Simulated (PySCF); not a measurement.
Results of PBE0 in PySCF (GTH pseudopotentials, Gaussian basis) for diamond.

Cell (relaxed at this level):

```yaml
crystal:
  lattice:
    - [0.00000, 1.77454, 1.77454]
    - [1.77454, 0.00000, 1.77454]
    - [1.77454, 1.77454, 0.00000]
  atoms:
    - { symbol: C, position: [0.00000, 0.00000, 0.00000] }
    - { symbol: C, position: [0.25000, 0.25000, 0.25000] }
```

Q: Estimate the bulk modulus B0 and pressure derivative B′ of the bulk modulus that the calculation returns.

A: 
* **bulk modulus B0**: 468 GPa ± 10
* **pressure derivative B′ of the bulk modulus**: 3.6

Measured, for comparison: bulk modulus 455 GPa (0 K value with the zero-point phonon effect removed; as tabulated in Mejia-Rodriguez and Trickey (2018), arXiv:1807.09216). Computed (rounded) less measured: bulk modulus +3 %.

A ± is a rough bar: the spread of an extrapolation, a floor set from checks against published values, or a statistical error.

Static lattice: no zero-point or thermal effects.

It cost very roughly 8 core-hours of CPU time.
